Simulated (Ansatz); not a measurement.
**What each rung costs, and what it gives**

The pair of H2S (SMILES S, atoms 1–3) and CH6Si (SMILES C[SiH3], atoms 4–11), both closed shells, in one local arrangement (a lower one may exist), relaxed at PBE0-D4/def2-TZVP:

S1  (0.393, 0.219, -2.889)
H2  (0.999, 1.195, -2.195)
H3  (-0.825, 0.645, -2.522)
C4  (0.191, -1.211, 0.894)
Si5  (-0.302, 0.586, 1.004)
H6  (1.072, -1.410, 1.507)
H7  (0.423, -1.474, -0.141)
H8  (-0.618, -1.857, 1.242)
H9  (-0.623, 0.971, 2.405)
H10  (-1.504, 0.864, 0.168)
H11  (0.796, 1.473, 0.528)
(Å)

Interaction energies are counterpoise-corrected; the time is that of the whole pair.

Program: Ansatz 0.2.0. Basis: as named in each row. Cores are frozen in the correlated methods. B3LYP uses VWN-RPA correlation. Extrapolation: Hartree–Fock as exp(−7.88 √X), correlation as X^−2.97.

Times are rough, for one single point on 4 threads of a shared host (Arm Neoverse V2).

The estimate by CCSD(T) at an estimated basis limit (MP2 extrapolated from triple and quadruple zeta, plus CCSD(T) − MP2 in triple zeta) is -0.075 eV.

```csv
method,basis,time (s),interaction energy (eV),method less estimate
HF,STO-3G,under 1,0.042,0.118
PBE-D4,STO-3G,under 1,-0.045,0.031
SPW92,def2-SVP,under 1,-0.128,-0.052
B3LYP-D4,6-31G,under 1,-0.071,0.004
PBE-D4,def2-SVP,under 1,-0.094,-0.019
PBE0-D4,def2-SVP,under 1,-0.089,-0.014
CCSD(T),def2-SVP,1,-0.020,0.056
revPBE-D4,def2-TZVPPD,2,-0.072,0.003
PBE-D4,def2-TZVPPD,2,-0.091,-0.016
BLYP-D4,def2-TZVPPD,2,-0.070,0.005
PBE0-D4,def2-TZVPPD,2,-0.085,-0.010
wB97M-V,def2-SVP,2,-0.073,0.002
B3LYP-D4,def2-TZVPPD,3,-0.076,-0.001
HSE06-D4,def2-TZVPPD,3,-0.085,-0.010
r2SCAN-D4,def2-TZVPPD,4,-0.072,0.004
B2PLYP,def2-TZVPPD,5,-0.022,0.053
wB97X-V,def2-TZVPPD,6,-0.075,0.000
B97M-V,def2-TZVPPD,8,-0.081,-0.006
wB97M-V,def2-TZVPPD,8,-0.075,0.000
MP2,def2-QZVPPD,18,-0.075,0.001
CCSD(T),def2-TZVPPD,81,-0.061,0.014
```

No T1 diagnostic of these runs exceeds 0.011.
